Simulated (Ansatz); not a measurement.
Frontier orbitals of C2H5FS (`CC(F)S`).

```xyz
9

C    -0.4596   -0.7423    0.3333
C     0.5748    0.3438    0.1990
F     1.7091   -0.1953   -0.3817
S     0.0132    1.7924   -0.7101
H    -1.3435   -0.3634    0.8464
H    -0.7538   -1.1092   -0.6522
H    -0.0451   -1.5765    0.9033
H     0.8730    0.7351    1.1765
H    -0.5681    1.1153   -1.7146
```

The species carries charge 0 and has multiplicity 1. The geometry is a stationary point of PBE0-D4/def2-TZVP. It is one conformer, not always the lowest. Basis def2-TZVPP, Ansatz 0.2.0.

Orbital energies of one run (eV). Highest occupied ones, from the top: -7.39, -9.27, -9.83, -10.91, -11.52, -11.75, -13.34, -13.53, -14.72, -17.48, -20.24, -22.72, -33.61, -161.51. Empty: 0.35, 1.52, 1.62, 2.24, 2.76, 3.18.

Which functional gave them?
A. BLYP
B. LC-ωPBE
C. PBE0
D. ωB97M-V

C. HOMO energies: PBE0 -7.39, ωB97M-V -9.65, BLYP -5.96, LC-ωPBE -10.21 eV.

LC-ωPBE has ω = 0.4 bohr⁻¹.
